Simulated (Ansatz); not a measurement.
Basis-set extrapolation for `CNC(N)N` (PBE0-D4/def2-TZVP geometry, frozen core, Ansatz). Multiplicity 1, RHF reference.

```tsv
	def2-TZVPP	def2-QZVPP
HF	-244.410336	-244.422336
MP2 correlation	-0.995747	-1.063603
CCSD(T) correlation	-1.076464	not run
```

Energies in hartree. Use E(X) = E(∞) + A·exp(−7.88·√X) for Hartree–Fock and E(X) = E(∞) + B·X^(−2.97) for correlation, with X = 3 and 4, and add CCSD(T) minus MP2 of the smaller set to the MP2 limit.

Task: What is the CCSD(T) energy at the basis-set limit?

Result: HF limit: -244.422336 + (-0.012000) × 0.13774 = -244.42399. MP2 limit: -1.063603 + (-0.067856) × 0.74074 = -1.11387. Higher-order term: -1.076464 − (-0.995747) = -0.08072. Total: -245.61858 hartree, 346.0 kJ/mol below CCSD(T)/def2-TZVPP.
